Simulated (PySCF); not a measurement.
**ammonia: gas-phase deprotonation enthalpies at several levels**

Structure: `N` (NH3). Non-hydrogen atoms are numbered in `[NH3:1]`.

All levels share the PBE0-D3(BJ)/ma-def2-SVP structures and the PBE0-D3(BJ)/ma-def2-SVP thermal terms; only the single-point energies (PySCF) change. Values are gas-phase deprotonation enthalpies (298 K, kJ/mol).

| level | N1 | abs. error | time |
| --- | --- | --- | --- |
| LDA/ma-def2-TZVP | 1651 | 36.6 | 0.84 s |
| BLYP-D3(BJ)/ma-def2-TZVP | 1667 | 20.6 | 0.95 s |
| BP86-D3(BJ)/ma-def2-TZVP | 1674 | 13.6 | 0.95 s |
| PBE-D3(BJ)/ma-def2-TZVP | 1675 | 13.1 | 0.98 s |
| ωB97M-D3(BJ)/ma-def2-TZVP (grid 3) | 1684 | 3.5 | 1.3 s |
| CAM-B3LYP-D3(BJ)/ma-def2-TZVP | 1687 | 0.8 | 0.71 s |
| PBE0-D3(BJ)/aug-pcseg-1 | 1687 | 0.5 | 0.55 s |
| B3LYP-D3(BJ)/ma-def2-TZVP | 1688 | 0.0 | 0.63 s |
| TPSS-D3(BJ)/ma-def2-TZVP (grid 3) | 1690 | 2.5 | 2 s |
| PBE0-D3(BJ)/aug-cc-pVDZ | 1691 | 3.7 | 0.55 s |
| r2SCAN-D3(BJ)/ma-def2-TZVP (grid 3) | 1692 | 4.0 | 1.8 s |
| M06-2X/ma-def2-TZVP (grid 3) | 1693 | 5.0 | 1.4 s |
| M06/ma-def2-TZVP (grid 3) | 1695 | 7.6 | 1.5 s |
| PBE0-D3(BJ)/aug-cc-pVQZ | 1696 | 8.5 | 2.7 s |
| PBE0-D3(BJ)/aug-cc-pVTZ | 1697 | 8.8 | 1.1 s |
| PBE0-D3(BJ)/jun-cc-pV(T+d)Z | 1697 | 8.9 | 0.8 s |
| HSE06/ma-def2-TZVP | 1697 | 9.7 | 1.2 s |
| TPSSh-D3(BJ)/ma-def2-TZVP (grid 3) | 1698 | 10.5 | 1.7 s |
| PBE0-D3(BJ)/ma-def2-TZVP | 1699 | 11.5 | – |
| PBE0-D3(BJ)/6-31+G* | 1701 | 13.1 | 0.41 s |
| PBE0-D3(BJ)/6-311++G(2d,2p) | 1702 | 14.5 | 0.63 s |
| ωB97X-D3(BJ)/ma-def2-TZVP | 1702 | 14.8 | 0.69 s |
| PBE0-D3(BJ)/6-311+G** | 1703 | 15.6 | 0.48 s |
| PBE0-D3(BJ)/ma-def2-SVP | 1704 | 16.8 | 0.44 s |
| M06-L/ma-def2-TZVP (grid 3) | 1705 | 16.9 | 1.8 s |
| PBE0-D3(BJ)/def2-QZVPPD | 1707 | 19.2 | 1.8 s |
| B97-2/ma-def2-TZVP | 1707 | 19.3 | 0.63 s |
| OPBE/ma-def2-TZVP | 1709 | 20.8 | 0.95 s |
| BHandHLYP/ma-def2-TZVP | 1709 | 20.9 | 0.55 s |
| LC-ωPBE/ma-def2-TZVP | 1710 | 22.7 | 1.2 s |
| PBE0-D3(BJ)/def2-TZVPD | 1712 | 23.9 | 0.68 s |
| PBE0-D3(BJ)/def2-QZVP | 1724 | 36.5 | 1.5 s |
| PBE0-D3(BJ)/def2-SVPD | 1727 | 39.2 | 0.53 s |
| HF/ma-def2-TZVP | 1731 | 42.8 | 0.24 s |
| PBE0-D3(BJ)/pcseg-2 | 1734 | 45.9 | 0.71 s |
| PBE0-D3(BJ)/def2-TZVP | 1747 | 59.3 | 0.54 s |
| PBE0-D3(BJ)/def2-TZVPP | 1748 | 60.6 | 0.77 s |
| PBE0-D3(BJ)/cc-pVTZ | 1780 | 92.1 | 0.68 s |
| PBE0-D3(BJ)/pcseg-1 | 1795 | 107.6 | 0.42 s |
| PBE0-D3(BJ)/def2-SV(P) | 1817 | 129.3 | 0.4 s |
| PBE0-D3(BJ)/6-31G | 1824 | 136.8 | 0.37 s |
| PBE0-D3(BJ)/6-31G* | 1828 | 140.0 | 0.39 s |
| PBE0-D3(BJ)/def2-SVP | 1831 | 143.3 | 0.41 s |
| PBE0-D3(BJ)/cc-pVDZ | 1838 | 150.2 | 0.44 s |
| ATcT 1.112 | 1688 |  |  |

Times are wall times for all single points of a level on 1 thread of Arm Neoverse V1, a shared host; the dash marks the run that also made the structures. BLYP, BP86, HSE06, LC-ωPBE, LDA, M06-L, OPBE, PBE, TPSS, r2SCAN ran on a slower path of this set-up, which computes the density-fitting integrals anew in every SCF cycle while the other levels store them. So the times needn't show the usual order of cost, and those levels read slower than they are.

Hartree-Fock leaves out electron correlation, so its deprotonation energies can be off by tens of kJ/mol.

The spread: 187 kJ/mol, from 1651 to 1838.

Bases without diffuse functions serve anions poorly.
